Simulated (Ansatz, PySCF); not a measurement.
Reaction: SiH3 (SMILES [SiH3], doublet) → SiH3+ (parent SMILES [SiH3], singlet) + e-
Each species at its own B3LYP-D3(BJ)/def2-TZVP minimum (Ansatz, a program for electronic structure).

Total energies in hartree (Ansatz). Radicals and triplets start from unrestricted determinants; spin-orbit coupling is neglected. Correlated methods leave the cores frozen. No relativity.

| species | HF/cc-pV(T+d)Z | CCSD(T)/cc-pV(T+d)Z | HF/cc-pV(Q+d)Z | CCSD(T)/cc-pV(Q+d)Z | CCSDT(Q)/cc-pV(Q+d)Z |
|---|---|---|---|---|---|
| 1: SiH3 (SMILES [SiH3], doublet) | -290.64257 | -290.78856 | -290.64619 | -290.79897 | -290.79987 |
| 2: SiH3+ (parent SMILES [SiH3], singlet) | -290.36404 | -290.49301 | -290.36770 | -290.50251 | -290.50307 |

Work out the adiabatic ionisation energy (0 K, zero-point energies from PySCF's Hessians at B3LYP-D3(BJ)/def2-TZVP) in eV: take Hartree-Fock from cc-pV(Q+d)Z, extrapolate the CCSD(T) correlation energy as X^-3 (X = 3, 4), and add CCSDT(Q) - CCSD(T) in cc-pV(Q+d)Z. The further terms named in the bracket sum to +0.00093 hartree. 1 hartree = 27.211 eV.


Species 1: correlation (64·(-0.15278) - 27·(-0.14599))/37 = -0.15773; step -0.00090; E1 = -290.64619 + (-0.15773) + (-0.00090) = -290.80482
Species 2: correlation (64·(-0.13481) - 27·(-0.12897))/37 = -0.13907; step -0.00056; E2 = -290.36770 + (-0.13907) + (-0.00056) = -290.50733
-1·E1 +1·E2 +0.00093 = 0.29842 hartree = 8.12 eV. Measured: 8.14 eV (CCCBDB table in ASE). The composite differs from it by -0.02 eV; core, relativistic and spin-orbit terms are not in it.
